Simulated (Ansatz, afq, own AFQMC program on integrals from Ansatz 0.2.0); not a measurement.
**Atomization energy of AlSiH$_{3}$, singlet**

```xyz
5

Si   -0.0068    0.0000    1.1479
Al   -0.0741    0.0000   -1.1139
H     0.8288    1.0249    0.2130
H     0.8288   -1.0249    0.2130
H     0.5154    0.0000   -2.5943
```

Connectivity, by distances: Si–AlH, 2 bridging H.

Atoms in their ground-state spins without spin–orbit coupling (mostly on UHF) minus the molecule (RHF), without zero-point energy. The geometry is a stationary point, not shown to be a minimum.

Basis cc-pVDZ. Noble-gas cores (and the filled d shells of Ga–Kr and In–Xe) are frozen. AFQMC by an in-house program on the Cholesky factors that Ansatz 0.2.0 writes for its CCSD(T) run. The CISD trial takes its coefficients from CCSD amplitudes. Released means that phaseless walkers are propagated on without the constraint, phases kept. Error bars are statistical, one sigma. The errors of all members are added in quadrature.

No full CI on the walks' own integrals is used here; CCSDT(Q) serves as the reference and is uncertain by about the last step of the cluster series. Each member takes its own surest rung, up to full CI.

The best estimate is CCSD(T) at the basis-set limit (CBS: def2-TZVPP and def2-QZVPP, with their diffuse functions for anions and beside diffuse sets, CCSD(T) itself extrapolated) plus the step from CCSD(T) to CCSDT(Q) in cc-pVDZ. Rows without CBS are in cc-pVDZ, the functionals in def2-TZVP; B2PLYP and the wave-function rows carry a basis error of their own. Core correlation and relativity beyond core potentials are missing, and ± holds the sampling alone.

Cautions: other spins of the molecule weren't checked.

(1) Estimate: order these levels by their error in the atomization energy against the best estimate, smallest first.
A. CCSD(T)
B. MP2/CBS
C. PBE
D. MP2

Results:

(1) C (3.8 kcal/mol), B (5.6 kcal/mol), A (30.3 kcal/mol), D (34.9 kcal/mol).

Best estimates are given only where the step beyond CCSD(T) is under 0.3 eV and no member's determinant is very poor (T1 over 0.05, or 0.07 for open shells, ⟨S²⟩ too high by 0.3, two states mixed), so the hardest cases are missing from such tables.

The functionals ran in a triple-zeta set and keep a basis error of their own, a few kJ/mol for each bond in atomization energies and more for double hybrids, so close places among them and the extrapolated levels can swap.

Each member of a difference takes its own highest rung, so a best estimate needn't equal the limit plus the step of one row. A walk keeps the symmetry of its determinant, which the program's search chose and which needn't be the lowest solution, so a lower state of the same spin and another symmetry isn't excluded.
